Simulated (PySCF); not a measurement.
**OHF: from structure and modes to constants**

Method: PySCF, PBE0, basis O def2-TZVP, H def2-TZVP, F def2-TZVP (no relativity, density fitting).

The singlet minimum has Cs symmetry. Masses (u): O 15.99492, H 1.00782, F 18.99840.

```xyz
3
charge 0 multiplicity 1, angstrom
O    -0.5661    0.0000   -0.4741
H    -1.2742    0.0000    0.1875
F     0.5441    0.0000    0.3891
```

Harmonic wavenumbers (cm⁻¹): 1037.3 (a', ×1), 1433.9 (a', ×1), 3775.7 (a', ×1).

Find the principal moments of inertia and the rotational constants. What kind of rotor is it?

About the centre of mass I = 0.85411, 18.041, 18.895 u Å². With B = 16.8576/I this gives 19.74, 0.9344, 0.8922 cm⁻¹. The molecule is an asymmetric top with κ = -1.00.

What is the harmonic zero-point energy?

Half the sum of all 3 wavenumbers, 6247/2 = 3123 cm⁻¹, which is 37.4 kJ/mol (1 cm⁻¹ = 0.0119627 kJ/mol).

Find the vibrational entropy and heat capacity at 298.15 K.

With u = 1.43878 ω/T, each mode gives S = R[u/(eᵘ−1) − ln(1−e⁻ᵘ)] and C = R u² eᵘ/(eᵘ−1)².
```json
{"ω (cm⁻¹)": "1037.3", "u": "5.006", "S (J/(mol K))": "0.34", "C (J/(mol K))": "1.41"}
{"ω (cm⁻¹)": "1433.9", "u": "6.919", "S (J/(mol K))": "0.07", "C (J/(mol K))": "0.39"}
{"ω (cm⁻¹)": "3775.7", "u": "18.220", "S (J/(mol K))": "0.00", "C (J/(mol K))": "0.00"}
```
The sums over all modes are S = 0.4 and C = 1.8 J/(mol K); the softest mode gives 84 % of the entropy.

This need not be the most stable arrangement of these atoms.
